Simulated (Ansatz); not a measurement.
# SiNHO (triplet): the correlation ladder, def2-QZVPP

The task here is to estimate one member of a computed series from the others.

Method: def2-QZVPP, core rule «outside noble gas», up to 7 orbitals frozen; program: Ansatz 0.2.0, Gaussian basis.

To be run: UHF; ROHF; CCSD(T) on UHF.

2 further runs of the same task are left out: 2 set aside as unsound or not needed.

## What is computed

The geometry is a PBE0/def2-TZVP stationary point (not a proven minimum) of the parent state, kept for this charge and spin.

4 atoms, charge 0, spin multiplicity 3.

Atoms are counted from 1 here; the program's logs count them from 0.

Bond lengths: N1–O2 1.335 Å, N1–H4 1.025 Å, O2–Si3 1.558 Å. Angles: O2–N1–H4 102.7°, N1–O2–Si3 169.5°.

Set-up of the first run:

Input file in.yaml:

```yaml
crystal:
  periodic: [false, false, false]
  atoms:
    - {symbol: N, position_ang: [0.000000, -0.143210, 1.718396]}
    - {symbol: O, position_ang: [0.000000, 0.058390, 0.398268]}
    - {symbol: Si, position_ang: [0.000000, 0.009037, -1.158961]}
    - {symbol: H, position_ang: [0.000000, 0.811436, 2.092278]}
basis:
  gaussian: {orbitals: "def2-QZVPP.json"}
magnetization: {spin_polarized: true, initial_magnetization: 2}
hamiltonian: {xc: hf}
output: {orbitals: {seedname: orbitals}}
```

Launch:

```
ansatz run in.yaml --threads 1 --pin off --events-out ev --progress --plain --max-ram 2393MiB
```

Among the steps run: UHF; ROHF; CCSD(T) on UHF.

One table of the session follows, with a row left open; its other results are not shown here.

It belongs to the step «Misses and costs». 

```
  method  from UCCSD(T) (meV)
    ROHF             +15513.7
     UHF             +15210.9
    UMP2                    ?
   UCCSD               +637.0
UCCSD(T)                    0
```

Estimate the missing values for UMP2.

As computed: from UCCSD(T) (meV): +1251.0. In the column «from UCCSD(T) (meV)» it lies between UCCSD (+637.0) and UHF (+15210.9).
